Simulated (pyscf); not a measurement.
Elimination: H₂N–SiH(NH₂)–NH₂ (SMILES N[SiH](N)N) -> HN=Si(NH₂)–NH₂ (SMILES N=[Si](N)N) + H₂ (SMILES [H][H])

Gas phase, singlet surface, charge 0. Bonds broken: N1–H5, Si2–H7. Bonds formed: H5–H7. Optimised with ωB97X-D3(BJ)/def2-SVP in PySCF.

Transition state (Å):

```xyz
11

N      0.6573     1.1810     0.4540
Si    -0.7514     0.4139     0.1683
N     -1.1125    -0.4862    -1.2288
N     -2.2270     0.7509     0.9437
H      0.6393    -0.1246     1.1891
H      1.0430     2.0673     0.1514
H      0.0537    -0.8414     1.2961
H     -0.3701    -0.7725    -1.8559
H     -1.9961    -0.9393    -1.4278
H     -3.1148     0.3060     0.7450
H     -2.2426     1.3066     1.7907
```

One imaginary mode, 1115i cm⁻¹; descent along it reached the two sides named.

```csv
bond,change,reactant side (Å),saddle,product side
N1–H5,breaks,1.014,1.498,2.473
Si2–H7,breaks,1.496,1.870,4.2
H5–H7,forms,2.7,0.932,0.766
```

Electronic energies relative to the reactant's lowest minimum found (eV):

| level | barrier | reaction energy | reverse barrier |
|---|---|---|---|
| ωB97X-D3(BJ)/def2-TZVP | 3.09 | +2.28 | 0.80 |
| PBE/def2-TZVP | 2.68 | +2.07 | 0.61 |
| r²SCAN/def2-TZVP | 2.84 | +2.16 | 0.68 |
| B3LYP-D3(BJ)/def2-TZVP | 2.94 | +2.13 | 0.81 |
| PBE0-D3(BJ)/def2-TZVP | 2.92 | +2.30 | 0.62 |
| M06-2X/def2-TZVP | 3.04 | +2.23 | 0.81 |
| ωB97M-D3(BJ)/def2-TZVP | 3.00 | +2.23 | 0.77 |
| HF/def2-TZVP | 3.65 | +2.41 | 1.24 |

With ωB97M-D3(BJ)/def2-TZVP energies and thermal terms (ideal gas, 1 atm, RRHO with modes under 100 cm⁻¹ raised to 100, one conformer, R ln 2 for chiral ones without a mode under 150 cm⁻¹), in eV:

```
T (K)   ΔH‡   ΔG‡     ΔH     ΔG
-----  ----  ----  -----  -----
298    2.81  2.81  +2.00  +1.61
600    2.80  2.81  +2.04  +1.19
900    2.80  2.81  +2.04  +0.76
1200   2.79  2.82  +2.03  +0.34
```

At the saddle there is also a short H–Si contact that neither side keeps. This is the saddle that the search found; another between the same sides may lie lower.
